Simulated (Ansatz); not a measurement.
Write a Python script for the Ansatz DFT code, driven from Python that makes a ranking of conformers of C4H5NO, SMILES NCc1cc1=O. Level of theory (for the species named): Hartree-Fock, 6-31G* basis, multiplicity 1.

Script `c4h5no_conformers.py`:
```python
"""Rank force-field conformers of C4H5NO by single points."""

from dataclasses import dataclass

import ansatz as az
from rdkit import Chem
from rdkit.Chem import AllChem


@dataclass
class Options:
    basis: str = "6-31G*"
    xc: str = "hf"


opts = Options()


def main() -> None:
    rd = Chem.AddHs(Chem.MolFromSmiles("NCc1cc1=O"))
    ids = list(AllChem.EmbedMultipleConfs(rd, numConfs=20, randomSeed=2, pruneRmsThresh=0.4))
    field = [energy for _, energy in AllChem.MMFFOptimizeMoleculeConfs(rd)]
    distinct = {round(e, 2): i for i, e in zip(ids, field)}
    chosen = sorted(distinct.items())[:5]
    found = []
    for force_field, index in chosen:
        molecule = az.Crystal.molecule()
        for atom, xyz in zip(rd.GetAtoms(), rd.GetConformer(index).GetPositions()):
            molecule = molecule.atom(atom.GetSymbol(), xyz.round(5).tolist())
        model = (
            molecule.calculation()
            .basis(gaussian=opts.basis)
            .functional(opts.xc)
        )
        found.append(model.run(threads=1, pin="off").report["free_energy_ev"])
    print("conformer   MMFF (kcal/mol)   this level (kcal/mol)")
    for (force_field, index), e in zip(chosen, found):
        print(f"{index:9d} {force_field - chosen[0][0]:17.2f} {23.060548 * (e - min(found)):17.3f}")


if __name__ == "__main__":
    main()
```

Running `python c4h5no_conformers.py` prints:
```text
conformer   MMFF (kcal/mol)   this level (kcal/mol)
        1              0.00             0.000
        0              2.00             1.507
        2              3.05             0.057
```

The conformers keep their force-field geometries. Run time: 5 s on 1 thread of Arm Neoverse V1, with other jobs on the host, peak memory 0.29 GiB.
